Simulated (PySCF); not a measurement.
Al(Cl)3 cation (AlCl3), SMILES [Cl][Al]([Cl])[Cl] (connectivity only; charge and spin as stated), charge +1, multiplicity 2.

Geometry: B3LYP-D3(BJ)/def2-SVP. The spin state was assumed, not searched. The isomer is the one that the SMILES or the coordinates give; other isomers of the formula were not compared.

Method: PySCF with TDA-CAM-B3LYP/def2-SVPD.

Vertical excitations. The molecule is in vacuum.

```tsv
state	energy (eV)	λ (nm)	f	main pairs
root 1	0.98	1265	0.000	β HOMO−2→LUMO 100 %
root 2	1.81	685	0.000	β HOMO−4→LUMO 81 %, β HOMO−1→LUMO 18 %
root 3	2.08	597	0.001	β HOMO→LUMO 59 %, β HOMO−6→LUMO 41 %
root 4	2.47	502	0.099	β HOMO−3→LUMO 85 %
root 5	2.65	469	0.000	β HOMO−1→LUMO 82 %, β HOMO−4→LUMO 18 %
root 6	2.85	435	0.002	β HOMO−6→LUMO 58 %, β HOMO→LUMO 41 %
root 7	3.94	315	0.127	β HOMO−5→LUMO 78 %, β HOMO−7→LUMO 12 %
root 8	5.24	237	0.021	β HOMO−7→LUMO 79 %, β HOMO−5→LUMO 17 %
root 9	6.01	206	0.000	α HOMO→LUMO 55 %, β HOMO→LUMO+1 42 %
root 10	6.05	205	0.000	α HOMO−1→LUMO 55 %, β HOMO−1→LUMO+1 42 %
```
Unrestricted roots are not spin-pure.
